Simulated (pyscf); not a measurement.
Structures and frequencies: ωB97X-D3(BJ)/def2-SVP in PySCF. MP2 and CC: frozen core, UHF for open shells. ΔMP2 is the change of the MP2 total energy from the triple- to the quadruple-zeta basis.

Q: For H₂N–AlH₂ + ethylene (H₂C=CH₂) → H₃C–CH₂–AlH–NH₂, an addition across a multiple bond or ene-type step (singlet surface; Al–H broken, Al–C, C–H formed), PBE/def2-TZVP gives ΔE‡ = 4.6 kcal/mol and ΔE = -31.8 kcal/mol (zero: the separated reactants). In which direction and how far do r²SCAN/def2-TZVP, M06-2X/def2-TZVP, CCSD(T)/def2-TZVPP + ΔMP2(QZVPP) move these?

A: r²SCAN: ΔE‡ = 3.7 kcal/mol, ΔE = -33.2 kcal/mol; M06-2X: ΔE‡ = 6.8 kcal/mol, ΔE = -33.8 kcal/mol; CCSD(T): ΔE‡ = 11.2 kcal/mol, ΔE = -30.9 kcal/mol. PBE's barrier lies among them. Its reaction energy lies among theirs. On the reactant side the descent ends in a bound adduct, 9.1 kcal/mol under the separated species and 16.3 kcal/mol under the saddle at ωB97X-D3(BJ)/def2-TZVP. At the saddle there is also a short Al–C contact that neither side keeps. At ωB97X-D3(BJ) the barrier from the zero used here is 7.2 kcal/mol. H₃C–CH₂–AlH–NH₂ lies 14.9 kcal/mol over its isomer H₃C–Al(CH₃)–NH₂, and others may lie lower still (electronic energy, ωB97M-D3(BJ)). One saddle was located; it need not be the lowest between these sides. The CCSD(T) − MP2 part came from Ansatz, without density fitting, on the same reference.
